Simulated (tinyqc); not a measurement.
Inside a calculation. Method: MP2 on RHF in the sto-3g basis, for OH-, spin multiplicity 1. The basis has no diffuse functions, so it cannot describe the extra electron: this is an exercise in the method, not the real anion. One step of it, computed by the program tinyqc.

Question. Orthogonalisation. S = U s U^T; symmetric (Loewdin) form X = U s^(-1/2) U^T, so that X^T S X = 1.

overlap S, lower triangle:
```
           1O 1s     1O 2s    1O 2px    1O 2py    1O 2pz     2H 1s
1O 1s   1.000000
1O 2s   0.236704  1.000000
1O 2px  0.000000  0.000000  1.000000
1O 2py  0.000000  0.000000  0.000000  1.000000
1O 2pz  0.000000  0.000000  0.000000  0.000000  1.000000
2H 1s   0.033549  0.353816  0.000000  0.000000  0.318765  1.000000
```

Give: eigenvalues of S; X.

Answer.

eigenvalues of S: 0.5001  0.8403  1.0000  1.0000  1.1363  1.5234

X, lower triangle:
```
          1O 1s    1O 2s  1O 2px  1O 2py   1O 2pz   2H 1s
1O 1s    1.0227
1O 2s   -0.1291   1.0813
1O 2px   0.0000   0.0000  1.0000
1O 2py   0.0000   0.0000  0.0000  1.0000
1O 2pz  -0.0056   0.0522  0.0000  0.0000   1.0460
2H 1s    0.0191  -0.2121  0.0000  0.0000  -0.1873  1.1034
```
